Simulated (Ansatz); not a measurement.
Question: Name a neutral molecule of C, F, O and H with LUMO energy (ωB97M-V/def2-TZVPP) between 2.40 and 2.70 eV and LUMO energy (PBE0/def2-TZVPP) between 0.05 and 0.35 eV (Ansatz, PBE0-D4/def2-TZVP geometry).

Answer: `Fc1ccco1` (2.48 eV, 0.32 eV). Other molecules can fit too; these were computed, each in one conformer that needn't be the lowest.
